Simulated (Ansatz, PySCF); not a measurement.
System: acetylene, C$_{2}$H$_{2}$ (charge 0, singlet). SMILES: C#C
Coordinates optimised at B3LYP-D3(BJ)/def2-TZVP (Ansatz, a program for electronic structure):
```xyz
4

C      0.0000     0.0000    -0.5984
C      0.0000     0.0000     0.5984
H      0.0000     0.0000     1.6611
H      0.0000     0.0000    -1.6611
```

PBE beside other levels, property by property. Correlated levels leave the core frozen unless marked. Open shells are spin-unrestricted. No spin-orbit coupling. No relativistic terms. CBS marks a two-point X^-3 extrapolation of the correlation energy; Hartree-Fock from the larger set. Rows marked 298 K are enthalpies with B3LYP-D3(BJ) harmonic zero-point and thermal terms from PySCF. Enthalpies of formation rest on the atoms' values in the G2/97 table (older ones for B and Si), with no core term in the frozen-core levels. Vertical energies are electronic, to the SCF solution reached for that spin. Anions need diffuse functions, of which def2-TZVPD holds fewer than the aug- sets. The coupled-cluster column (Ansatz) is a level with limits of its own: (a) CCSD(T)/CBS(aug-cc-pVTZ,aug-cc-pVQZ); (b) CCSD(T)/CBS(def2-TZVPPD,def2-QZVPPD).

```
property                                                             PBE/def2-TZVPD (Ansatz)  SVWN5/def2-TZVPD (Ansatz)  CAM-B3LYP/def2-TZVPD (Ansatz)  CCSD(T)/aug-cc-pVTZ (Ansatz)  coupled cluster  measured
-------------------------------------------------------------------  -----------------------  -------------------------  -----------------------------  ----------------------------  ---------------  --------
vertical ionisation energy to the doublet (eV)                                         11.43                      11.77                          11.36                         11.48        11.54 (b)     11.49
deprotonation enthalpy (C-H bond), 298 K, to [C-]#C + H+ (kcal/mol)                    377.1                      371.3                          377.8                         377.4        377.9 (a)         -
enthalpy of formation at 298 K by atomisation (kcal/mol)                                45.7                        1.0                           56.9                          65.5         56.6 (a)      54.6
```

Measured values: Active Thermochemical Tables 1.112 (ions: stationary electron), as tabulated in the package chemicals; CCCBDB table in ASE; they hold spin-orbit effects, which all levels lack, and core correlation, which the frozen-core levels lack. This is an older compilation, not checked against later work.

As the rows show:
- vertical ionisation energy to the doublet: PBE lies 0.06 eV below the measured value.
- deprotonation enthalpy (C-H bond), 298 K, to [C-]#C + H+: PBE lies 0.8 kcal/mol below coupled cluster.
- enthalpy of formation at 298 K by atomisation: PBE lies 8.9 kcal/mol below the measured value.
